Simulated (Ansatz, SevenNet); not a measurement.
For body-centred tetragonal In, the machine-learned potential SevenNet-l3i5 (trained on PBE and PBE+U data) gives:

| Quantity | Result |
|---|---|
| equilibrium lattice constant a | 3.216 Å |
| c axis length | 5.356 Å |

Problem. What does B3LYP (VWN-RPA form) (PAW; Ansatz, an electronic-structure program) give for the same quantities?

Solution. 
- lattice constant a: 3.333 Å (increases by 3.6 %)
- lattice parameter c: 5.286 Å (decreases by 1.3 %)

For comparison: lattice constant a 3.252 Å (measured, 293 K, not corrected to a static lattice; as tabulated in Wikipedia's data pages); lattice parameter c 4.947 Å (measured, 293 K, no zero-point or thermal correction; as tabulated in Wikipedia's data pages).

Changes are worked out from the printed values.

Unless a cell is named, each level is at its own relaxed cell (SevenNet-l3i5 27.69, B3LYP (VWN-RPA form) 29.35 Å³/atom).

Ansatz's density-functional and Hartree–Fock values are scalar-relativistic unless marked +SOC, with PAW data made under PBE.
